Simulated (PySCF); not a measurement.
C2H, SMILES [C]#C (connectivity only; charge and spin as stated), charge +1, multiplicity 1.

Coordinates come from a B3LYP-D3(BJ)/def2-TZVPD optimisation. The multiplicity is an assumed one; other spin states were not compared. The isomer is the one that the SMILES or the coordinates give; other isomers of the formula were not compared.

Method: CAM-B3LYP/def2-TZVPD (PySCF).

Gas-phase values at a fixed geometry.

**Question.** Estimate the frontier levels, gap, dipole moment and polarisability. (An estimate is asked for; the answer gives what the named calculation found.)

**Answer.** 
| Item | Result |
|---|---|
| highest occupied level | -19.52 eV |
| lowest empty level | -14.36 eV |
| orbital gap | 5.16 eV |
| dipole moment about the centre of nuclear charge | 2.09 D |
| mean static polarisability | 27.9 bohr³ (4.14 Å³) |
| polarisability, principal values | 12.5, 28.5, 42.7 bohr³ |
